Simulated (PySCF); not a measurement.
**Electron affinity of Si by level of theory**

Si⁻ [Ne] 3s2 3p3 (4S) → Si [Ne] 3s2 3p2 (3P), as a difference of total energies. Computed with PySCF 2.14 in aug-cc-pV(Q+d)Z (7s6p5d3f2g, 89 functions), with the non-relativistic Hamiltonian (point nucleus). Correlated levels: valence: [Ne] frozen. The calculations carry no spin-orbit coupling.

| method | electron affinity (eV) |
| --- | --- |
| UHF | 0.849 |
| MP2 (valence) | 1.409 |
| SCS-MP2 (valence) | 1.226 |
| CCSD (valence) | 1.338 |
| CCSD(T) (valence) | 1.405 |

How much does correlation contribute at CCSD(T) (valence)?

1.405 − (0.849) = 0.556 eV, measured against UHF.

A first-order spin-orbit estimate (lowest level to lowest level, LS coupling) adds -0.016 eV.

Errors of the correlated levels include the incompleteness of this basis and the frozen core.

For comparison: 1.390 eV (measured; photodetachment measurements, as compiled on the Wikipedia data page of electron affinities).
